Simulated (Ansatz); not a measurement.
`N#CC(F)(F)F` + H₂ → `N#CC(F)F` + H–F at 500 K and 1 bar (hydrogenolysis of a C–F bond).

Isolated molecules relaxed with PBE0-D4/def2-TZVP in Ansatz; ΔE leaves out vibrations. CCSD(T)/CBS is the MP2 limit (def2-TZVPP, def2-QZVPP) plus CCSD(T) − MP2 in def2-TZVPP, frozen cores. This one scheme is used for every species.

```
      species  CCSD(T)/CBS energy (Eh)  H − E (kJ/mol)  S (J/(mol·K))
`N#CC(F)(F)F`               -430.14013            94.1          343.1
           H₂                 -1.17544            41.0          145.5
   `N#CC(F)F`               -330.94585           111.9          332.1
          H–F               -100.39570            39.4          188.7
```

H − E and S are ideal-gas, rigid-rotor, harmonic terms from PBE0-D4/def2-TZVP. The MP2-based limit puts H₂ 0.8 mEh under its directly extrapolated value; such offsets cancel only in part. 1 Eh = 2625.50 kJ/mol, R = 8.31446 J/(mol·K).

By hand: ΔE, ΔH, ΔS and ΔG.

ΔE = (-330.94585) + (-100.39570) − (-430.14013) − (-1.17544) = -0.02598 Eh = -68.2 kJ/mol. Δ(H − E) = 111.9 + 39.4 − 94.1 − 41.0 = 16.2, so ΔH = -52.0 kJ/mol. ΔS = 332.1 + 188.7 − 343.1 − 145.5 = 32.2 J/(mol·K). ΔG = -52.0 − 500 × (32.2)/1000 = -68.1 kJ/mol.

By hand: the equilibrium constant, and the temperature at which ΔG would vanish if ΔH and ΔS stayed fixed.

log₁₀ K = −ΔG/(RT ln 10) = 7.1. ΔH and −TΔS have one sign here, so there is no such temperature.

ΔH outweighs TΔS. A doubt of 5 kJ/mol in ΔE shifts log₁₀ K by 0.5 here. These are equilibria of isolated gas molecules and say nothing of rates. Largest T1 diagnostic: 0.013 (customary marks: 0.02 for closed shells, 0.045 for open ones).
